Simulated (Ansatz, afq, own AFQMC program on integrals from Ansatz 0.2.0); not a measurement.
Integrals from Ansatz 0.2.0, then the random walk in our own AFQMC program (afq).

```yaml
crystal:
  periodic: [false, false, false]
  atoms:
    - {symbol: N, position_ang: [0.008117, -0.008125, 0.008189]}
    - {symbol: H, position_ang: [0.598460, 0.584177, 0.598403]}
    - {symbol: H, position_ang: [-0.584804, -0.596372, 0.599873]}
    - {symbol: H, position_ang: [-0.726125, 0.726884, -0.732639]}
    - {symbol: H, position_ang: [0.599677, -0.601779, -0.579442]}
basis:
  gaussian: {orbitals: 6-31G}
total_charge: 1
magnetization: {spin_polarized: false}
correlation: {method: ccsd_t, electrons: outside_noble_gas, hamiltonian_folder: ham}
```

```sh
$ ansatz run in.yaml --threads 1 --pin off --events-out ev --progress --plain --max-ram 24576MiB --backend cuda --devices 0, --max-vram 18GiB
```

Options of the walk:

```
--method free --trial cisd --walkers 50 --time-step 0.08 --max-blocks 60 --target-error 0.00068 --factor-cut 1e-05 --seed 9733 --times 0.0,0.48,0.96,2.0,3.04,4.0 --taylor-order 8
```

Times are imaginary, in 1/Eh. The walk had a cap of 60 s.

Output of the walk:

```
orbitals 16  electrons 4 4  factors 106 of 260
reference energy -56.48002376 Eh
CCSD correlation -0.14073953 Eh in 8 cycles, weight of the determinant in the CISD state 0.9426
repeat  energy at the last time / Eh  error
    10  -56.622953  0.000478
    20  -56.622297  0.000308
    30  -56.622426  0.000274
time / (1/Eh)  energy / Eh  error  mean overlap
  0.00  -56.621303  0.000397  1.0638
  0.48  -56.622922  0.000366  1.0611
  0.96  -56.622832  0.000252  1.0639
  2.00  -56.622808  0.000285  1.0892
  3.04  -56.622933  0.000398  1.1424
  4.00  -56.622443  0.000266  1.1750
energy -56.622443 +/- 0.000266 Eh
```

The run passed its tests (error under three times the target), which doesn't prove that it has relaxed.

Against this walk (error 7.2 meV) on the same determinant: CCSD(T) 0.7 meV higher (within the noise), CCSDT(Q) 12.2 meV lower (within the noise), CCSDTQ 11.7 meV lower (within the noise), full CI 12.2 meV lower (within the noise). The error is statistical, and a free projection of finite length keeps a remainder of its start. The last points scatter (meV from the last: -13 ± 10 at 0.48, -11 ± 7 at 0.96, -10 ± 8 at 2.00, -13 ± 11 at 3.04, 0 ± 7 at 4.00); the last is the one printed as the energy, and the gaps above move with that scatter.

Cautions: remainder of the start not in the error; the time-step error isn't removed.

The walk took 2.4 s on 1 × NVIDIA H100 80GB HBM3 with 2 threads of AMD EPYC 7R13 Processor (Zen 3), with other jobs on the host (the card was shared). The log's last line is the free-projection energy.

CCSDT and higher add their correlation energy to the determinant of the CCSD(T) run, since their own runs factorise the integrals more tightly (a shift of under 2 meV). A walk keeps the symmetry of its determinant, which the program's search chose and which needn't be the lowest solution, so a lower state of the same spin and another symmetry isn't excluded.
